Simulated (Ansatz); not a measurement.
An Ansatz input:

```yaml
crystal:
  lattice:
    - [-1.4310873726, 1.4310873726, 1.4310873726]
    - [1.4310873726, -1.4310873726, 1.4310873726]
    - [1.4310873726, 1.4310873726, -1.4310873726]
  atoms:
    - { symbol: Cr, position: [0.0, 0.0, 0.0], spin: 1.5 }
hamiltonian:
  xc: revpbe
  pseudopotentials:
    kind: paw
    azcp:
      Cr: "pseudopotentials/Cr.paw.azcp"
basis:
  ecutwfc: 420
  fft_grid_basis: typed
kpoints:
  mp_grid: { grid: [25, 25, 25], shift: [0, 0, 0] }
magnetization:
  spin_polarized: true
scf:
  occupations: { method: fermi_dirac, width: 0.05 }
```

Terminal output

```
Engine: ansatz 0.2.0, aarch64-unknown-linux-gnu
Pseudopotentials: kind: paw
Pseudopotential: Cr, paw, valence charge 14, recommended cutoff 420 eV (normal) 
Functional definition: revPBE
  parameter kappa = 1.245
  parameter beta = 0.06672455060314922
  exchange = pbe_x(kappa = kappa, mu = beta*pi^2/3)
  correlation = pbe_c(beta = beta)
Crystal: 1 atoms, lattice volume = 11.724 Å³
Basis set: ecut = 420 eV, 225 PW (Γ)
Bands: 12, of which v1, the nominal top of the filled ones, is band 7 counted from 1 (6 counted from 0)
Symmetry: 48 space group operations
Space group: Im-3m (ITA 229), of the structure as read, at distance tolerance 2.3e-5 Å
Magnetic group: BNS 229.140 (UNI 1642), of the structure as read, at distance tolerance 2.3e-5 Å
k-points: 455 of 15625
Non-local potential: Cr, projectors of the file, l = 0: 3, l = 1: 2, l = 2: 3, l = 3: 1
PAW form: soft (Blöchl's): semilocal exchange-correlation on the pseudo side does not see the compensation charge
PAW frozen core: Cr, regenerated for the run's functional, and the local potential with it (the file was generated under x = pbe(κ = 0.804, μ = 0.2195149727645171), c = pbe(β = 0.06672455060314922))
PAW one-centre angular grid: Cr, 590 points (default); XC on 64 Gauss nodes
Initial density: superposition of atomic densities (chi_scale 0.1, normalization cell)
Starting moments: Σ|m| = 1.5 μB on 1 of 1 site
Initial wavefunctions: pseudopotential atomic-orbital guess
Functional: x = revpbe(κ = 1.245, μ = 0.2195149727645171), c = pbe(β = 0.06672455060314922)
SCF iter   1: F=—  HF=-3383.543709 eV  |F-HF|=—  |Δ(HF+E_count)|=         —  Δρ=2.30e-1 (↑2.30e-1 ↓6.83e-2)  dr2=5.63e0  dr2_m=1.52e0  M=0.065 μB ∫|m|=0.066 μB  β_m=0.30  ethr=3.10e-3  ⟨swp⟩=3.9  Hψ=51484  notcnv=0
Mixer restart at iter 1: flushing history
SCF iter   2: F=—  HF=-3381.165794 eV  |F-HF|=—  |Δ(HF+E_count)|=    2.38e0  Δρ=9.95e-2 (↑9.95e-2 ↓7.03e-2)  dr2=2.85e-1  dr2_m=7.08e-1  M=0.086 μB ∫|m|=0.086 μB  β_m=0.37  ethr=3.10e-3  ⟨swp⟩=2.0  Hψ=28805  notcnv=0  defer=354
SCF iter   3: F=—  HF=-3380.969956 eV  |F-HF|=—  |Δ(HF+E_count)|=   1.96e-1  Δρ=4.49e-2 (↑4.47e-2 ↓4.49e-2)  dr2=2.25e-2  dr2_m=2.01e-1  M=0.064 μB ∫|m|=0.064 μB  β_m=0.58  ethr=2.04e-3  ⟨swp⟩=2.1  Hψ=17989  notcnv=0  defer=284
SCF iter   4: F=—  HF=-3380.941761 eV  |F-HF|=—  |Δ(HF+E_count)|=   2.82e-2  Δρ=3.22e-3 (↑2.82e-3 ↓3.22e-3)  dr2=4.02e-4  dr2_m=8.32e-4  M=0.009 μB ∫|m|=0.010 μB  β_m=0.79  ethr=1.61e-4  ⟨swp⟩=2.3  Hψ=20169  notcnv=0  defer=283
SCF iter   5: F=—  HF=-3380.942075 eV  |F-HF|=—  |Δ(HF+E_count)|=   3.14e-4  Δρ=9.74e-4 (↑9.74e-4 ↓7.41e-4)  dr2=2.73e-4  dr2_m=5.17e-6  M=0.001 μB ∫|m|=0.002 μB  β_m=0.84  ethr=2.87e-6  ⟨swp⟩=2.1  Hψ=17293  notcnv=0  defer=283
SCF iter   6: F=—  HF=-3380.942011 eV  |F-HF|=—  |Δ(HF+E_count)|=   6.35e-5  Δρ=1.23e-4 (↑8.85e-5 ↓1.23e-4)  dr2=1.71e-6  dr2_m=6.34e-7  M=0.000 μB ∫|m|=0.001 μB  β_m=0.92  ethr=1.95e-6  ⟨swp⟩=2.5  Hψ=15720  notcnv=0  defer=283
SCF iter   7: F=—  HF=-3380.942011 eV  |F-HF|=—  |Δ(HF+E_count)|=   1.85e-7  Δρ=5.91e-5 (↑2.35e-5 ↓5.91e-5)  dr2=4.37e-7  dr2_m=8.61e-8  M=0.000 μB ∫|m|=0.000 μB  β_m=0.94  ethr=1.22e-8  ⟨swp⟩=2.2  Hψ=16939  notcnv=0  defer=283
SCF iter   8: F=—  HF=-3380.942011 eV  |F-HF|=—  |Δ(HF+E_count)|=   7.59e-9  Δρ=1.44e-5 (↑5.71e-6 ↓1.44e-5)  dr2=2.63e-8  dr2_m=5.07e-9  M=0.000 μB ∫|m|=0.000 μB  β_m=0.97  ethr=3.12e-9  ⟨swp⟩=2.6  Hψ=15326  notcnv=0  defer=283
SCF iter   9: F=—  HF=-3380.942011 eV  |F-HF|=—  |Δ(HF+E_count)|=   1.59e-9  Δρ=1.56e-6 (↑5.03e-7 ↓1.56e-6)  dr2=2.21e-10  dr2_m=7.81e-11  M=0.000 μB ∫|m|=0.000 μB  β_m=0.99  ethr=1.88e-10  ⟨swp⟩=2.6  Hψ=15975  notcnv=0  defer=283
SCF iter  10: F=-3380.942011 eV  HF=-3380.942011 eV  |F-HF|=4.55e-13  |Δ(HF+E_count)|=  2.05e-11  Δρ=6.68e-8 (↑6.68e-8 ↓4.59e-8)  dr2=1.07e-13  dr2_m=3.25e-13  M=0.000 μB ∫|m|=0.000 μB  ethr=1.58e-12  ⟨swp⟩=1.0  Hψ=31537  notcnv=0
SCF 1 converged in 10 iterations: F = -3380.942011 eV  dr2 = 1.07e-13
WARN: the starting moments were not kept: the SCF closed with an absolute magnetisation of 6.0e-7 μB, where they sum to 1.5 μB in size (1 site). That is at most 0.1 of that sum. Measured as dr2_m measures the in/out step, that magnetisation stands 3.0e-13 eV from none, at or under the dr2_threshold of 1.0e-7 eV: it is no larger than a step whose dr2_m would equal this threshold. The system may hold no moment; this SCF shows only that its start led to no more than that. To try another start: raise the starting moments (crystal.atoms[].spin, magnetization.per_species, magnetization.initial_magnetization, or on a non-collinear deck that types none of these the spinor_matrix: blocks that start its atoms; where the total moment is fixed, keep their sum and leave initial_magnetization as it is; typed ones take the place of any that the run laid by itself, positive ones on a crystal's lanthanoids without a Hubbard term where scf.initial_density.shell_occupations: [] is typed) or, if the notice of its spin-set hold's release reads "site moments contracting" or "site moments show no strong build", lengthen the hold (scf.mixing.spin_hold: { on: { confirm: 4 } }; for m-r²SCAN on two components see the key's manual first). Each may lead to a state that holds a moment. A second SCF, from the converged charge density, with the starting moments and any scf.initial_density.shell_occupations laid on it anew, would have followed, and was not run: the deck does not ask for one (magnetization.retry_lost_moments is false, the default). To let it run, set magnetization.retry_lost_moments: true and run the deck again, where that key's refused combinations let it; where memory then withholds it, that run's warning says so.
SCF converged after 10 iterations
Magnetization: 0.0000 μB (7.0000 up, 7.0000 down)
Absolute magnetization: 0.0000 μB (∫|ρ↑−ρ↓|, with the PAW one-centre terms)
Spin contamination: 0.0000 ħ² per cell (⟨S²⟩ above its minimum at these occupations)
Per-site moments (μB) at R_I (Å): [(4.4213544978259277e-7, 1.0224703662580492)]
Free energy (F): -3380.942011 eV
Harris-Foulkes:  -3380.942011 eV  (|F-HF|=4.55e-13)
Internal energy: -3380.935339 eV  (E = F + TS)
E sigma→0 (E₀):  -3380.938675 eV
Entropy (-TS):   -0.006673 eV (-6.673 meV/atom)
Fermi energy:    19.215746 eV
--- Per-component energies (eV) ---
  E_band       = -148.334401
  E_kinetic    = 342.955549
  E_local      = -1186.586995  (includes V_loc(G=0)·N_el)
  E_nonlocal   = 77.462269
  E_hartree    = 517.527689
  E_xc         = -140.245608
  E_vxc        = -178.755813  (∫ρ·V_xc dr)
  E_paw        = -1197.726251  (= ΣΔE_a)
  E_vpaw       = -238.465140  (= ΣTr[D̂ρ^β])
  E_aug_tail   = 0.000339  (compensation charges beyond the density's cutoff)
  E_ewald      = -1794.285906
  E_core_change = -0.036424  (= ΣΔE_core)
  E_smearing   = -0.006673  (= −TS)
  E_closure    = 0.000000  (closes the sum)
  Σ components = -3380.942011   (vs F -3380.942011, Δ=0.00e0)
```
